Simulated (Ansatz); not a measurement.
# Si2P (doublet): the correlation ladder, def2-QZVPP

An exercise on one series of results from a longer session: the logs are not shown, and one member is left open.

The runs use Ansatz 0.2.0, Gaussian basis; def2-QZVPP, core rule «outside noble gas», up to 15 orbitals frozen.

The runs, in order: UHF; ROHF; CCSD(T) on UHF.

## The system

The geometry is a PBE0/def2-TZVP stationary point (not a proven minimum) of the parent state, kept for this charge and spin.

3 atoms, charge 0, spin multiplicity 2.

Atoms are counted from 1 here; the program's logs count them from 0.

Bond lengths: Si1–P2 2.159 Å, P2–Si3 2.159 Å. Angles: Si1–P2–Si3 180.0°.

As a file:

```xyz
3

Si    0.0000    0.0000    2.1595
P     0.0000    0.0000    0.0000
Si    0.0000    0.0000   -2.1595
```

Set-up of the first run:

File in.yaml:

```yaml
crystal:
  periodic: [false, false, false]
  atoms:
    - {symbol: Si, position_ang: [0.000000, 0.000000, 2.159500]}
    - {symbol: P, position_ang: [0.000000, 0.000000, 0.000000]}
    - {symbol: Si, position_ang: [0.000000, 0.000000, -2.159500]}
basis:
  gaussian: {orbitals: "def2-QZVPP.json"}
magnetization: {spin_polarized: true, initial_magnetization: 1}
hamiltonian: {xc: hf}
output: {orbitals: {seedname: orbitals}}
```

Started as:

```
$ ansatz run in.yaml --threads 1 --pin off --events-out ev --progress --plain --max-ram 2393MiB
```

Among the steps run: UHF; ROHF; CCSD(T) on UHF.

One of the session's tables, all rows but one given; the rest of the session is left out.

It belongs to the step «Misses and costs». 

```
  method  from UCCSD(T) (meV)
    ROHF                    ?
     UHF             +10791.4
    UMP2              +1874.4
   UCCSD               +826.9
UCCSD(T)                    0
```

Q: Estimate the row for ROHF from the others.

As computed: from UCCSD(T) (meV): +11390.8. In the column «from UCCSD(T) (meV)» it is the highest.
